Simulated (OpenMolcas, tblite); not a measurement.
**C2H5B (SMILES BC=C): the vertical electron affinity, rung by rung**

C2H5B: 8 atoms, total charge 0, spin state singlet. SMILES: `BC=C`. The coordinates come from a PBE0-D4/def2-TZVP relaxation.

Quantity: the vertical electron affinity (to the doublet anion), in eV. The values are calculated.

The electron affinity is E(neutral) − E(anion): positive where the electron is bound.

| level | kind | program | value (eV) | CPU time (all runs) |
| --- | --- | --- | --- | --- |
| IPEA1-xTB | semi-empirical | tblite | 5.57 | under 2 s |
| HF/6-311+G** | Hartree–Fock | OpenMolcas | -0.66 | 39 s |
| SVWN5/6-311+G** | LDA | OpenMolcas | 0.47 | 1.7 min |
| BLYP/6-311+G** | GGA | OpenMolcas | 0.14 | 2.5 min |
| TPSS/6-311+G** | meta-GGA | OpenMolcas | 0.19 | 3.3 min |
| BHLYP/6-311+G** | global hybrid | OpenMolcas | -0.01 | 2.3 min |

Where it was recorded, the anion's HOMO is positive in SVWN5/6-311+G**, BLYP/6-311+G**, TPSS/6-311+G**, BHLYP/6-311+G**: a fault of the level (basis or self-interaction), which says nothing on whether the real anion is bound. The values span -0.66 to 5.57 eV. The xTB values lack the empirical shift that such differences need. Spin contamination of the reference (⟨S²⟩ at least 0.1 too high) touches HF/6-311+G**. CPU times are rough (shared hosts, several kinds of processor and program).
